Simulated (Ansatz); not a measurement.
## CH2, triplet: CASSCF and its corrections

Program: Ansatz, Gaussian basis, development build. Basis cc-pVDZ, nonrelativistic, 1 orbital frozen in the corrections. State-specific CASSCF; RHF is the lowest restricted (open-shell) Hartree–Fock solution met. Solutions may break the symmetry of the shape. The lowest solution met needn't be the lowest there is, nor hold the orbitals that a chemist would pick.

Geometry:

```xyz
3

C     0.0000    0.0000   -0.0974
H     0.0000    0.9236    0.2923
H     0.0000   -0.9236    0.2923
```

**Question.** What do CASSCF and its corrections give against RHF in CAS(6,6), and what are the occupations?

**Answer.** CASSCF -0.936 eV, SC-NEVPT2 -2.674 eV; occupations 1.98, 1.98, 1.00, 1.00, 0.02, 0.01.
